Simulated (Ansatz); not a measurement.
Stepwise reaction of `[Cl][AlH][Cl]` with ammonia, as a gas-phase model of exchange steps in deposition or etching. ΔE in kJ/mol; ΔG adds harmonic PBE0-D4 terms to CCSD(T)/CBS, at 1 bar.

Isolated molecules relaxed with PBE0-D4/def2-TZVP in Ansatz; ΔE leaves out vibrations. CBS: MP2 limit from def2 TZ/QZ plus the TZ coupled-cluster correction, frozen cores. This one scheme is used for every species. DFT in def2-TZVPP. B3LYP here is the variant with VWN-RPA as its local correlation; programs differ in this. Each species was taken in one conformer, which may not be the lowest.

```json
{"step": "1", "reaction": "`[Cl][AlH][Cl]` + NH₃ → `[NH2][AlH][Cl]` + HCl", "PBE-D4": "64.8", "B3LYP-D4": "63.2", "ωB97M-V": "65.0", "CCSD(T)/CBS": "65.6", "ΔG(400 K)": "56.9"}
{"step": "2", "reaction": "`[NH2][AlH][Cl]` + NH₃ → `[NH2][AlH][NH2]` + HCl", "PBE-D4": "82.6", "B3LYP-D4": "81.2", "ωB97M-V": "82.9", "CCSD(T)/CBS": "82.4", "ΔG(400 K)": "75.9"}
```

(1) By hand: ΔE of the 2 steps together at CCSD(T)/CBS.

Results:

(1) (65.6) + (82.4) = 148.0 kJ/mol, or 74.0 kJ/mol a step.

In ΔE each step is higher than the one before. All are uphill at CCSD(T)/CBS. ΔG lies between 56.9 and 75.9 kJ/mol a step. PBE-D4 differs from CCSD(T)/CBS by -0.8 to 0.2 kJ/mol a step. Isolated molecules leave out the surface, adducts and barriers. Largest T1 diagnostic: 0.010.
